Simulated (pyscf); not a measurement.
F–Si(F)(F)–F (SMILES F[Si](F)(F)F) + H₂O (SMILES O) -> HF (SMILES F) + HO–Si(F)(F)–F (SMILES O[Si](F)(F)F), a four-centre exchange (singlet surface; F–Si, H–O broken, F–H, O–Si formed). PySCF, gas phase, ωB97X-D3(BJ)/def2-SVP geometries. Energies in kcal/mol from the separated reactants.

AM1 to PM7: differences of heats of formation from MOPAC. 

Question: In single points PM7 puts the saddle at 45.3 kcal/mol and the reaction energy at +11.4 kcal/mol. Should these be trusted to within a few kcal/mol? Compare with ωB97M-D3(BJ)/def2-TZVP.

Answer: ωB97M-D3(BJ)/def2-TZVP gives ΔE‡ = 22.9 kcal/mol and ΔE = +7.4 kcal/mol. PM7 lies 22.4 kcal/mol over it in the barrier and 4.0 kcal/mol over it in the reaction energy, so on this step it does not hold to within 3.0 kcal/mol. ωB97M-D3(BJ)/def2-TZVP has limits of its own. This is the saddle that the search found; another between the same sides may lie lower.
